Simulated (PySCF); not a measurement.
# How good is the calculation?

Geometry:
```tsv
atom	x (Å)	y (Å)	z (Å)
C1	0.552	1.267	0.034
C2	1.132	0.091	0.786
O3	0.122	-0.836	1.122
C4	-0.552	-1.268	-0.040
C5	-1.133	-0.092	-0.793
O6	-0.124	0.836	-1.127
H7	-0.142	1.816	0.690
H8	1.341	1.950	-0.289
H9	1.899	-0.399	0.167
H10	1.592	0.416	1.722
H11	-1.341	-1.951	0.283
H12	0.143	-1.816	-0.694
H13	-1.591	-0.418	-1.729
H14	-1.901	0.396	-0.174
```

- structure optimised with PBE0-D3(BJ)/def2-TZVP
- shieldings: GIAO B97-2/pcSseg-2
- run in PySCF 2.14.0 with density-fitted response routines
- in vacuum, rapidly exchanging positions averaged, single conformer, relativity neglected

Reference values: measured (liquid, neat, 295 K; 17O NMR survey of organic solvents and oxofluorinated compounds, PMC5915748).
```tsv
atoms	quantity	reference	computed	computed, scaled
O3/O6	δ 17O vs D2O (external)	2.4	–	1.8
```

Reference values: measured (solution, CD2Cl2, 298 K; Fulmer et al., Organometallics 2010, 29, 2176).
```json
{"atoms": "C1/C2/C4/C5", "quantity": "δ 13C", "reference": "67.5", "computed": "71.7", "computed, scaled": "67.1"}
{"atoms": "H7/H8/H9/H10/H11/H12/H13/H14", "quantity": "δ 1H", "reference": "3.65", "computed": "3.59", "computed, scaled": "3.51"}
```

Reference values: measured (solution, toluene-d8, 298 K; Fulmer et al., Organometallics 2010, 29, 2176).
| atoms | quantity | reference | computed | computed, scaled |
| --- | --- | --- | --- | --- |
| C1/C2/C4/C5 | δ 13C | 67.2 | 71.7 | 67.1 |

Reference values: measured (solution, acetone-d6, 298 K; Fulmer et al., Organometallics 2010, 29, 2176).
| atoms | quantity | reference | computed | computed, scaled |
| --- | --- | --- | --- | --- |
| C1/C2/C4/C5 | δ 13C | 67.6 | 71.7 | 67.1 |
| H7/H8/H9/H10/H11/H12/H13/H14 | δ 1H | 3.59 | 3.59 | 3.51 |

Computed shifts are σ(ref) − σ with the named reference compound (TMS for H and C) calculated as an isolated molecule at the same level. The measured values may be among those fitted. Expected solution values come from regression of measured δ (H and C: mostly CDCl3, vs TMS) on computed σ: 1H (scatter 0.14 ppm rms, 0.16 ppm with the 4 outliers that the fit left out); 13C (scatter 2.0 ppm rms, 2.1 ppm with the 1 outlier that the fit left out); 17O (scatter 12.8 ppm rms vs liquid water, solution or neat liquid). A few per cent of atoms miss by over 2 rms, more outside the fitted compound classes.

Question: How far are the unscaled 13C shifts from the references?

Answer: Mean signed difference +4.27 ppm, mean absolute 4.27 ppm over 3 comparisons; the largest is +4.5 ppm at C1/C2/C4/C5 (sp3 CH2 bonded to O).

Question: How far are the unscaled 1H shifts from the references?

Answer: Mean signed difference -0.03 ppm, mean absolute 0.03 ppm over 2 comparisons; the largest is -0.06 ppm at H7/H8/H9/H10/H11/H12/H13/H14 (hydrogen on an sp3 CH2 bonded to O).

6 of the 29 published NMR values on file for this molecule are compared. The rest: values from further sources, protons in aromatic solvents, values whose atom or origin is in doubt.
